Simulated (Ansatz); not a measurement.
**C2F3 (trifluorovinyl radical): from total energies to a heat of formation**

C2F3 has 5 atoms, charge 0, and is taken as a doublet. SMILES: `F[C]=C(F)F`. The coordinates come from a PBE0-D4/def2-TZVP relaxation.

Total energies at UCAM-B3LYP/aug-cc-pVDZ (Ansatz 0.2.0); the atoms run unrestricted:

```tsv
species	state	energy (Eh)
C2F3	doublet	-375.537003
F	doublet	-99.716097
C	triplet	-37.831626
```

Harmonic wavenumbers at UPBE0-D4/def2-TZVP, in cm⁻¹: 213, 277, 490, 520, 627, 940, 1268, 1328, 1880.

Measured heats of formation of the gaseous atoms at 298.15 K, in kJ/mol: F 79.4, C 716.9. Spin-orbit lowering of the atoms at 298 K (mean of the ground term's levels less their thermal mean, from spectra), in kJ/mol: F 1.29, C 0.02. Take 1 Eh = 2625.50 kJ/mol, 1 cm⁻¹ = 0.0119627 kJ/mol, RT = 2.479 kJ/mol.

Question: Work out the heat of formation of the gas at 298 K.

Answer: 
1. Electronic atomisation energy: 3 × (-99.716097) + 2 × (-37.831626) − (-375.537003) = 0.725460 Eh = 1904.7 kJ/mol.
2. Zero-point energy: half the sum of the wavenumbers, 3771.5 cm⁻¹ = 45.1 kJ/mol.
3. Thermal vibrational enthalpy, Σ hcν̃/(exp(hcν̃/kT) − 1): 4.3 kJ/mol. Translation, rotation and pV of a non-linear molecule: 4 RT = 9.9 kJ/mol.
4. The 5 free atoms carry 5/2 RT each: 31.0 kJ/mol.
5. Spin-orbit coupling lowers the free atoms by 3 × 1.29 + 2 × 0.02 = 3.9 kJ/mol.
6. Atomisation enthalpy at 298 K: 1904.7 − 3.9 − 45.1 − 4.3 − 9.9 + 31.0 = 1872.5 kJ/mol.
7. Sum of the atoms' heats of formation: 1672.0 kJ/mol. Heat of formation: 1672.0 − 1872.5 = -200.5 kJ/mol.

No measured value is set beside it here. Anharmonicity and any spin-orbit splitting of the molecule are left out.
